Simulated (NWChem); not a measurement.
System: hydrogen chloride (HCl); SMILES Cl

Results from NWChem. All runs use the structure optimised with PBE0-D3(BJ)/def2-TZVP. Level BLYP/def2-TZVP: single points from the atomic guess with DIIS by default; each run changes one setting, and all converged runs end within 0.3 mHa of each other. cgmin counts macro-iterations, each dearer than a DIIS step.

Question: Which setting needs the most SCF iterations, or fails (core-Hamiltonian guess; defaults; DIIS on 20 Fock matrices; no level shifting; quadratically convergent solver (cgmin); occupation smearing of 0.005 Ha)?

Answer: core-Hamiltonian guess, with 10 against 7 for the defaults.
```
setting                                  SCF iterations
---------------------------------------  --------------
defaults                                              7
DIIS on 20 Fock matrices                              7
occupation smearing of 0.005 Ha                       7
core-Hamiltonian guess                               10
quadratically convergent solver (cgmin)               6
no level shifting                                     7
```
